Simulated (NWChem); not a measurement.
# methanol (CH4O); SMILES OC

Program: NWChem. Pople sets run with spherical d functions. Each level has its own optimisation. Computed dipoles belong to the equilibrium geometry; the measured one is vibrationally averaged.

Measured dipole moment: 1.70 D (NIST CCCBDB, as tabulated in the package chemicals).

| level | dipole moment (D) | computed − measured |
|---|---|---|
| B3LYP/3-21G | 1.84 | +0.14 |
| B3LYP/6-31G* | … | … |
| LDA (Slater exchange, VWN5)/def2-SVP | … | … |
| Hartree-Fock/STO-3G | 1.51 | -0.19 |
| PBE0-D3(BJ)/def2-TZVP | 1.67 | -0.03 |

**Question.** Complete the blanks.

**Answer.** 
- B3LYP/6-31G*, dipole moment (D): 1.68
- B3LYP/6-31G*, computed − measured: -0.02
- LDA (Slater exchange, VWN5)/def2-SVP, dipole moment (D): 1.57
- LDA (Slater exchange, VWN5)/def2-SVP, computed − measured: -0.13
